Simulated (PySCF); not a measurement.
**NaF from Hartree–Fock to correlated methods**

State: ¹Σ⁺ (singlet), closed shell. Set-up: basis Na aug-pcseg-1, F aug-pcseg-1; no relativity; PySCF 2.14. De refers to Na + F in their high-spin ground configurations, without counterpoise correction. A positive dipole means Na(−)F(+).

```csv
Level,Re (Å),ωe (cm⁻¹),De (eV),μ (D),"CPU s a point (SCF and correlation, without the integrals)"
RHF,1.938,557,3.15,-8.52,0.019
RHF-MP2,1.965,527,5.26,n/a,0.03
RHF-SCS-MP2,1.963,529,5.09,n/a,n/a
RHF-CCSD,1.956,536,4.89,n/a,n/a
RHF-CCSD(T),1.959,531,4.96,n/a,0.54
PBE,1.962,518,5.04,-8.01,0.28
BLYP,1.966,514,5.01,-8.00,0.22
r²SCAN,1.946,538,4.98,-8.22,0.4
PBE0,1.943,540,4.78,-8.22,0.46
B97-3,1.949,538,4.96,-8.34,0.21
HSE06,1.943,540,4.78,-8.22,0.39
B2PLYP,1.950,536,4.98,-8.41,0.25
```

Q: Which functional lies closest to RHF-CCSD(T) in De, which farthest, and by how much do they differ from it?

A: Closest is B97-3 (-1.0 pm in Re, +1.3 % in ωe, +0.00 eV in De against RHF-CCSD(T) in the same basis), farthest PBE0 (-1.6 pm in Re, +1.7 % in ωe, -0.18 eV in De). CCSD(T) converges more slowly with the basis than the functionals do and binds too weakly in this one, so the order can change at the basis-set limit.

Q: What does a quarter of exact exchange do here, going from PBE to PBE0?

A: PBE0 less PBE: -1.9 pm in Re, +4.2 % in ωe, -0.26 eV in De. Exact exchange removes part of the self-interaction that spreads semilocal densities, and in most molecules shortens and stiffens the bond and lowers De; so it does here.

Q: What does second-order correlation do here, going from RHF to RHF-MP2?

A: RHF-MP2 less RHF: +2.7 pm in Re, -5.4 % in ωe, +2.11 eV in De. Correlation nearly always deepens the well. The bond lengthens, as in strong covalent bonds, where excitations into antibonding orbitals dominate.

Correlated steps freeze 2 core orbitals. Correlated levels converge slowly with the basis: in double zeta they bind strong bonds too weakly, by up to about 1 eV, and carry superposition errors of some tenths. Where the molecule has an RHF reference, its open-shell atoms are computed with UHF. B2PLYP dipoles, levels and charges come from its SCF part alone.

The whole job (state search and all levels along the bond) took about 0.65 min on 1 thread of Arm Neoverse V2 (shared host), peak memory 0.41 GiB.
